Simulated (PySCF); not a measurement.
# Electron attachment to vinylium

Molecule: `[CH+]=C` ([C2H3]+). Numbering: `[CH+:1]=[CH2:2]`

Computed at ωB97X-D3(BJ)/ma-def2-TZVP // PBE0-D3(BJ)/def2-SVP with PySCF (density fitting, grid level 2). The prefix ma- adds one diffuse s and one diffuse p function on all atoms but H. ωB97X-D3(BJ) is ωB97X-V with D3(BJ) in place of VV10. Thermal corrections: PBE0-D3(BJ)/def2-SVP frequencies, unscaled, ideal gas at 298.15 K and 1 bar, quasi-RRHO entropy.

Frontier levels of the parent: HOMO -19.42 eV, LUMO -8.62 eV.

Reduction to the radical:
- Vertical recombination energy (electronic): 8.42 eV
- Adiabatic recombination energy (with zero-point energy): 8.62 eV
- Adiabatic, electronic part: 8.68 eV
- Vertical gap at the product's structure: 9.62 eV
- Inner reorganisation energy (four-point): 1200 meV
- Relaxation of product / of parent: 254 / 945 meV
- ⟨S²⟩ of the product: 0.761
- Largest spin populations: C1 1.02, C2 -0.13
- Largest changes of atomic charge: C1 -0.46, H (on C2) -0.16, H (on C2) -0.15, H (on C1) -0.14
- Distances that move most (Å): C1–C2 1.262 → 1.311; C2–H 1.113 → 1.097; C2–H 1.113 → 1.102

Against the Active Thermochemical Tables (version 1.112): recombination energy to the radical 8.47 (computed 8.62, error 0.15) eV.

Note: the split of the reorganisation energy is sensitive to the structures, which come from another level (PBE0-D3(BJ)/def2-SVP).
